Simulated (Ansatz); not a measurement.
Computed with Ansatz on PBE0-D4/def2-TZVP structures; ΔE is electronic, products minus reactants. CCSD(T)/CBS adds triple-zeta CCSD(T) − MP2 to the extrapolated MP2 energy (def2 sets, frozen cores). This one scheme is used for every species, atoms too. Functionals use def2-TZVPP. Open shells (•) are unrestricted, without spin–orbit coupling. Spin–orbit coupling would lower the free atoms: a little for F. One conformer a species, not always the lowest.

Reaction (hydrogen abstraction from a C–H bond): `C[SiH2]O` + F• → `[CH2][SiH2]O`• + H–F

```json
{"level": "r2SCAN", "ΔE (kJ/mol)": "-142.0"}
{"level": "CCSD(T)/def2-TZVPP", "ΔE (kJ/mol)": "-129.1"}
```

Problem. What does CCSD(T)/CBS give? (An estimate is asked.)

Solution. Ansatz gave: -141.3 kJ/mol. The listed levels differ from it by -0.7, 12.2 kJ/mol.

Largest T1 diagnostic among the species: 0.012.

From r2SCAN to r2SCAN0 (25 % exact exchange), in def2-TZVPP and without D4, ΔE moves by +15.6 kJ/mol. At CCSD(T), def2-SVP lies +41.4 kJ/mol from the extrapolated value and def2-TZVPP +12.2 kJ/mol. In def2-TZVPP, CCSD(T) changes the Hartree–Fock value by −64.7 kJ/mol (the triples alone add −3.0 kJ/mol) and MP2 by −82.6 kJ/mol.

CCSD(T)/CBS has its own doubt, a few kJ/mol and more with outer-core shells, so smaller differences from it don't rank the levels.
